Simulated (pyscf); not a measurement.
Single points on ωB97X-D3(BJ)/def2-SVP structures (PySCF, gas phase). MP2 and CC: frozen core, UHF for open shells. ΔMP2 is the change of the MP2 total energy from the triple- to the quadruple-zeta basis.

Task: How much does it cost (ΔH, 298 K, CCSD(T)/def2-TZVPP + ΔMP2(QZVPP)) to split HO–CH₂–InH₂ at its C–O bond into OH• + •H₂C–InH₂?

Result: C–O to OH• + •H₂C–InH₂: 3.62 eV. The radicals are drawn with the spin at the cut bond; how far it spreads was not checked. HO–CH₂–InH₂ lies 1.63 eV over its isomer H₃C–InH–OH (electronic energy, ωB97M-D3(BJ)/def2-TZVP). •H₂C–InH₂ lies 1.36 eV over its isomer [H₃C–InH]• (electronic energy, ωB97M-D3(BJ)/def2-TZVP). The CCSD(T) − MP2 part came from Ansatz, without density fitting, on the same reference. The frozen core leaves the outer d or s,p core shells of the metals and heavy elements correlated in the MP2 and CC values, and def2-TZVPP describes them poorly, which can shift differences by a few kcal/mol. Left out: the spin-orbit lowering of OH. Elements past Kr carry the def2 core potentials, without spin-orbit coupling.
